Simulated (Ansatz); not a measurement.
Reaction (SMILES): Cl atom → [Cl-] (an electron is taken up)
B3LYP-D3(BJ)/def2-TZVP geometries, fixed; electronic energies without zero-point terms; positive where energy is released.
Largest species:
```
Cl
```
Charge 0, spin multiplicity 2.

Basis-set convergence of the adiabatic electron affinity at HF with Ansatz (a program for electronic structure). Cartesian d functions, on some or all atoms, in 6-31G**, 6-311G**; all else is spherical. Open shells are unrestricted. No added dispersion term, no relativity. Functions are those of the species that has most. Reference: the value in aug-cc-pV(5+d)Z, 2.368 eV, itself unsure by roughly 0.001 eV (its mean distance from aug-pcseg-3, aug-cc-pV(Q+d)Z, def2-QZVPPD). Deviations are taken from unrounded values.

```
basis              functions  adiabatic electron affinity (eV)  minus reference (eV)
-----------------  ---------  --------------------------------  --------------------
pcseg-0                   13                             1.587                -0.781
pcseg-1                   18                             2.383                 0.014
6-31G**                   19                             2.123                -0.245
6-311G**                  27                             2.466                 0.097
def2-SVPD                 27                             2.529                 0.160
def2-TZVPP                42                             2.143                -0.225
def2-TZVPD                46                             2.383                 0.015
6-311++G(3df,3pd)         47                             2.401                 0.033
jun-cc-pV(T+d)Z           48                             2.385                 0.017
def2-QZVPPD               79                             2.369                 0.000
aug-cc-pV(Q+d)Z           89                             2.370                 0.002
cc-pV(5+d)Z              100                             2.318                -0.051
aug-cc-pV(5+d)Z          136                             2.368                 0.000
```
